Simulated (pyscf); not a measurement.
Thermochemistry of product channels of `[O]=[Ti]([F])[F]` + `[H][H]` on the singlet surface, in kJ/mol, from ωB97M-D3(BJ)/def2-TZVP energies (ideal gas, 1 atm, RRHO with modes under 100 cm⁻¹ raised to 100, one conformer, R ln 2 for rigid chiral ones). Optimised with ωB97X-D3(BJ)/def2-SVP in PySCF.

```csv
products,ΔE,ΔH(298 K),ΔG(900 K),ΔG(1200 K)
`[OH][Ti][F]` [singlet] + `[FH]`,+261.1,+277.2,+257.7,+252.5
`[OH][TiH]([F])[F]`,-102.4,-90.4,+7.0,+38.5
`[OH2]` + `[F][Ti][F]` [singlet],+286.5,+305.6,+293.8,+293.1
```

The channel to HO–TiH(F)–F turns unfavourable between 298 and 1200 K (ΔG from -58.0 kJ/mol to +38.5 kJ/mol).

These are energies of the channels, which say nothing of barriers. HO–Ti–F [singlet] is an excited spin state, 105.3 kJ/mol over the triplet at ωB97X-D3(BJ). F–Ti–F [singlet] is an excited spin state, 173.1 kJ/mol over the triplet at ωB97X-D3(BJ). 2 of the closed-shell references are unstable towards spin polarisation; treat their single-reference values with care.
